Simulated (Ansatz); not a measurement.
# Al2O: the cost of one run

Program: Ansatz 0.2.0, Gaussian basis. Level of theory: def2-TZVPP, core rule «outside noble gas», up to 11 orbitals frozen. These are calculated values, not measurements.

Plan: UHF; ROHF; CCSD(T) on UHF.

2 further runs of the same task are left out: 2 set aside as unsound or not needed.

## (1) What is computed

The geometry is a PBE0/def2-TZVP stationary point (not a proven minimum) of the parent state, kept for this charge and spin.

3 atoms, charge 1, spin multiplicity 2.

Atoms are counted from 1 here; the program's logs count them from 0.

Bond lengths: Al1–Al2 2.555 Å, Al2–O3 1.606 Å. Angles: Al1–Al2–O3 180.0°.

## (2) UHF

Contents of in.yaml:

```yaml
crystal:
  periodic: [false, false, false]
  atoms:
    - {symbol: Al, position_ang: [0.000000, 0.000000, 2.238600]}
    - {symbol: Al, position_ang: [0.000000, 0.000000, -0.316100]}
    - {symbol: O, position_ang: [0.000000, 0.000000, -1.922500]}
basis:
  gaussian: {orbitals: def2-TZVPP}
total_charge: 1
magnetization: {spin_polarized: true, initial_magnetization: 1}
hamiltonian: {xc: hf}
output: {orbitals: {seedname: orbitals}}
```

Run with:

```bash
$ ansatz run in.yaml --threads 1 --pin off --events-out ev --progress --plain --max-ram 4096MiB --backend cpu
```

Q: Estimate wall time and peak memory on 1 thread of AMD EPYC 7R13, shared host.

About 18 s, with a peak of 0.29 GiB.
